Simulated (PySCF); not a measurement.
Which basis set comes closest?

Molecule: magnesium dihydride ([MgH2], H$_{2}$Mg).

Cartesian coordinates in Å; atom numbers follow the order of the lines, from 1:
```xyz
3

Mg    0.0017   -0.0346   -0.0148
H    -1.7034   -0.0294   -0.0176
H     1.7083   -0.0383   -0.0126
```

Geometry PBE0-D3(BJ)/def2-SVP throughout; GIAO in PySCF 2.14, gas phase, one conformer, non-relativistic; equivalent atoms averaged; functional PBE0.

Reference values (CCSD(T)/CBS (aug-cc-pCVXZ fit); gas (isolated, no vibration); Rzepiela, Kaminsky, Buczek, Broda, Kupka, Molecules 2022, 27, 8230): σ(Mg1) = 447.2 ppm.

Problem. How do the basis sets STO-3G, pcSseg-0, 6-31G, 6-31G*, pcSseg-1, def2-SVP, cc-pVDZ, def2-TZVP, aug-cc-pVDZ, 6-311+G(2d,p), pcSseg-2, cc-pVTZ, pcSseg-3 perform against the reference? Times are CPU seconds on shared hosts with different chips, so compare them loosely.

Solution. 
```
    basis set  functions    Mg1  abs. error Mg  core-s
       STO-3G         11  402.1           45.1     0.5
     pcSseg-0         14  455.5            8.3     0.8
        6-31G         17  481.5           34.3     0.5
       6-31G*         22  481.0           33.8     0.6
     pcSseg-1         26  437.1           10.1     1.4
     def2-SVP         28  458.2           11.0     0.6
      cc-pVDZ         28  487.2           40.0     1.2
    def2-TZVP         44  436.3           10.9       1
  aug-cc-pVDZ         45  486.9           39.7     1.6
6-311+G(2d,p)         47  436.6           10.6     1.1
     pcSseg-2         56  435.2           12.0     0.5
      cc-pVTZ         62  464.2           17.0     2.6
     pcSseg-3        113  435.4           11.8     3.3
```

For $^{25}$Mg the closest is pcSseg-0 (8.3 ppm) and the furthest STO-3G (45.1 ppm). Where a smaller basis beats a larger one, errors probably cancel; the largest sets show where the functional converges. One molecule is a small sample, and the reference may use another geometry.

A small basis that lands close on one nucleus may do so by chance; judge by the trend and by all nuclei.
